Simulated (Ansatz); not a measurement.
Energy needed to pull apart SiHOF (SMILES O[Si]F), singlet, into free ground-state atoms, from the structure below (displaced at random from its PBE0-D4/def2-TZVP minimum); no zero-point or spin–orbit terms; open-shell atoms are treated unrestricted, in their ground-state multiplicity.

O1  (-0.543, 0.797, -0.211)
Si2  (0.330, 0.056, 1.039)
F3  (0.891, -1.245, 0.218)
H4  (-0.522, 0.308, -1.037)
(Å)

Ansatz 0.2.0; basis: def2-TZVPP; cores frozen in the correlated methods.

```json
{"method": "PBE-D4", "atomization energy (eV)": "16.72"}
{"method": "r2SCAN-D4", "atomization energy (eV)": "?"}
{"method": "PBE0-D4", "atomization energy (eV)": "16.04"}
{"method": "wB97M-V", "atomization energy (eV)": "16.56"}
{"method": "HF", "atomization energy (eV)": "11.22"}
{"method": "MP2", "atomization energy (eV)": "?"}
{"method": "CCSD", "atomization energy (eV)": "15.59"}
{"method": "CCSD(T)", "atomization energy (eV)": "15.91"}
```

Q: What does MP2 give? (An estimate is asked for; the value comes from the calculation.)

A: Computed: 16.58 eV, which is about 0.67 eV more than CCSD(T)/def2-TZVPP.

Q: What does r2SCAN-D4 give? (To be estimated.)

A: Computed: 16.29 eV, which is about 0.38 eV more than CCSD(T)/def2-TZVPP.

In triple zeta the MP2 and coupled-cluster atomization energies are still short of their basis limit by a few kcal/mol a bond, whereas those of the functionals are nearly converged, so these differences are not deviations from converged CCSD(T).

No T1 diagnostic of these runs exceeds 0.016.

For scale, one of the runs: CCSD(T)/def2-TZVPP forces, 118 basis functions (an equivalent command: `ansatz run in.yaml --threads 2`). The run took 52 s on 2 CPU threads (shared host), with 0.78 GiB of host memory at its peak.
